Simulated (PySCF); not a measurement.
**State search for ClF**

Unrestricted PBE0; basis Cl STO-3G, F STO-3G; no relativity; PySCF 2.14. Outer shells of the fragments: Cl 3s2 3p5; F 2s2 2p5.

Followed along the bond (rough minima from three points):

```tsv
2Ms+1	unpaired	⟨S²⟩ at the start	R at minimum (Å)	Te (eV)
1	none	0.00	1.73	0.00
3	σ ↑, π ↑	2.00	none in the scan	≤ 2.12
```

Solutions found at the starting distance of 1.585 Å, counted from the lowest of them; the search is not exhaustive and high or unbound solutions are not listed, so other states can lie among these:

```
2Ms+1  unpaired  term  E (eV)  ⟨S²⟩  ⟨Lz²⟩  μ (D)
    1      none   ¹Σ⁺    0.00  0.00   0.00   0.45
    3  σ ↑, π ↑    ³Π    4.28  2.00   1.00   1.16
    3      σ ↑↑   ³Σ⁺    9.32  2.00   0.00   0.42
```

A term symbol is given only where ⟨S²⟩ and ⟨Lz²⟩ are close to those of a pure state; real π, δ and φ orbitals otherwise mix terms. A positive dipole means Cl(−)F(+).

Counting both spins, an empty level lies below a filled one in some of these solutions, because spin and occupation are held. STO-3G is very small, so such numbers show the basis as much as the molecule.
